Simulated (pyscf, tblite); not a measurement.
H₂N–NH₂ (SMILES NN) + H• (SMILES [H]) → •HN–NH₂ (SMILES [NH]N) + H₂ (SMILES [H][H]): energy along the mass-weighted descent from the GFN2-xTB with spin polarisation saddle (tblite), relative to the relaxed reactant side, a complex of the molecules.

```
s (amu^1/2 bohr) | E (kcal/mol)
   -0.922 | ####### 0.2
   -0.793 | ####### 0.3
   -0.579 | ########## 0.6
    0.120 | ############################## 3.0
    0.615 | ################ 1.3
    0.985 | ########## 0.5
     1.25 | ##### 0.0
     1.42 | ### -0.2
     1.59 | ## -0.4
     1.72 | # -0.5
     1.82 |  -0.6
```

**Question.** The GFN2-xTB with spin polarisation barrier from the reactant side is 3.2 kcal/mol. What does ωB97X-D3(BJ) (PySCF) give from its own reactant-side minimum, in def2-SVP and in def2-TZVP?

**Answer.** 3.5 kcal/mol in the double-zeta basis after reoptimising the saddle, and 4.9 kcal/mol in the triple-zeta single point, so the tight-binding barrier lies 1.7 kcal/mol under the latter. The imaginary mode goes from 1233i to 855i cm⁻¹.
